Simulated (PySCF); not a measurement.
# C4H7F: the cost of one run

Programs: PySCF 2.14.0, with density-fitted response routines of our own. Each step states its level of theory. These are calculated values for one molecule in the gas phase, unless marked as measured. Atoms are numbered from 0 throughout.

## (1) The starting structure

12 atoms, charge 0, multiplicity 1; geometry from: GFN2-xTB. The atoms were then displaced at random by about 0.01 Å, so the start is not that level's minimum.

Bonds of the start (Å): C0–C1 1.52, C1–C2 1.48, C2–C3 1.36, C3–F4 1.35, C0–H5 1.12, C0–H6 1.07, C0–H7 1.07, C1–H8 1.07, C1–H9 1.10, C2–H10 1.10, C3–H11 1.06.

## (2) Geometry optimisation at PBE0-D3(BJ)/def2-SVP

The job: settings as JSON, then the geometry in Å.

```
{"job": {"xc": "PBE0", "basis": "def2-SVP", "d3": "d3bj", "grid": 1, "shake": 0.01, "kind": "geom"}, "charge": 0, "multiplicity": 1}
C     -1.546460    -0.454850     0.022150
C     -0.448550     0.598030    -0.067720
C      0.813270     0.047240     0.473950
C      1.990210    -0.081770    -0.199340
F      2.070610     0.288140    -1.494130
H     -2.495850    -0.004940    -0.371810
H     -1.306050    -1.312680    -0.567210
H     -1.714900    -0.730480     1.043960
H     -0.297590     0.913770    -1.082640
H     -0.727130     1.482530     0.525790
H      0.812390    -0.285330     1.518580
H      2.889740    -0.487930     0.189410
```

Command:

```
$ OMP_NUM_THREADS=1 python probes_run.py task.json out
```

The driver reads the jobs from task.json and runs them one after another.

Q: Estimate the wall time and peak memory of this first job on 1 thread of Arm Neoverse V1, shared host.

About 28 s, with a peak of 0.43 GiB.
